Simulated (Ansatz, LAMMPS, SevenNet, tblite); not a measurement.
**Cohesive energy of zinc-blende ZnS: levels of theory against measurement**

Reference value: 3.21 eV/atom (measured, zero-point energy (9/8 kB θD) added and atomic spin-orbit splittings removed, spin-orbit-averaged atoms; as tabulated in Albrecht et al. (1997), arXiv:cond-mat/9706128).

**Question.** What do Stillinger–Weber CdTeZnSeHgS0.sw, GFN1-xTB, SevenNet-0, PBE, PBE0 give, and how far is each from the reference?

**Answer.** 
| level (code) | value (eV/atom) | cell (Å³/atom) | error (eV/atom) |
|---|---|---|---|
| Stillinger–Weber CdTeZnSeHgS0.sw (LAMMPS) | 3.08 | 19.75 | -0.13 |
| GFN1-xTB (tblite) | 3.13 | 22.43 | -0.08 |
| SevenNet-0 (SevenNet) | 3.10 | 20.25 | -0.11 |
| PBE (Ansatz) | 2.91 | 20.16 | -0.30 |
| PBE0 (Ansatz) | 2.98 | 19.90 | -0.23 |

Leaving aside Stillinger–Weber CdTeZnSeHgS0.sw, GFN1-xTB, SevenNet-0, which can be fitted to such values or carry a doubt: Of these levels PBE0 (-0.23 eV/atom) comes nearest. PBE (-0.30 eV/atom) misses by most. Within 0.5 eV/atom: PBE, PBE0. The lowest first-principles rung that does so: DFT without exact exchange (PBE).

Stillinger–Weber CdTeZnSeHgS0.sw: the potential file covers more elements than this solid holds. GFN1-xTB: the free atoms are run in the same model without spin. GFN1-xTB: the method was fitted mainly to molecules. GFN1-xTB: the run uses a supercell at the zone centre in place of a k mesh. SevenNet-0: free atoms can lie outside what these potentials were trained on. Each level is taken at its own relaxed cell. Cutoffs and k meshes differ between the levels. Ansatz's density-functional and Hartree–Fock values are scalar-relativistic unless marked +SOC, with PAW data made under PBE.

Empirical potentials (Stillinger–Weber CdTeZnSeHgS0.sw) are fitted to chosen data, which need not cover the solid at hand: agreement can be built in, and what lay outside the fit can be far off. Machine-learned potentials (SevenNet-0) are trained on DFT data, which may include these solids.

Differences are worked out from the printed values.

Ansatz is a quantum-chemistry and plane-wave program.
